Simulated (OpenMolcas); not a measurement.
Which level was it?

The species is C2H4B− (7 atoms), meant as a singlet with charge -1. As SMILES, `[BH3-]C#C`. The coordinates come from a GFN2-xTB relaxation.

| atom | x (Å) | y (Å) | z (Å) |
| --- | --- | --- | --- |
| B | -0.7626 | 0.5867 | -0.2525 |
| C | 0.4416 | -0.3462 | 0.1453 |
| C | 1.3671 | -1.0539 | 0.4529 |
| H | -1.7432 | -0.1032 | -0.5319 |
| H | -0.4490 | 1.2675 | -1.2286 |
| H | -1.0371 | 1.3260 | 0.6923 |
| H | 2.1831 | -1.6770 | 0.7225 |

Orbital energies are those of the mean-field step.

A calculation with OpenMolcas 26.06 gave:

```json
{"total energy": "-103.2098 Eh", "HOMO energy": "-1.48 eV", "LUMO energy": "7.14 eV", "HOMO–LUMO gap": "8.63 eV", "largest force": "2.100 eV/Å"}
```

**Question.** Which of these levels gave the numbers?
A. PBE0/def2-SVP
B. HF/3-21G
C. CISD/ANO-S-VDZ
D. B3LYP/6-31G* (spherical functions)

**Answer.** A. The others give -103.4240 Eh (B3LYP/6-31G* (spherical functions)), -102.8813 Eh (CISD/ANO-S-VDZ), -102.1077 Eh (HF/3-21G).
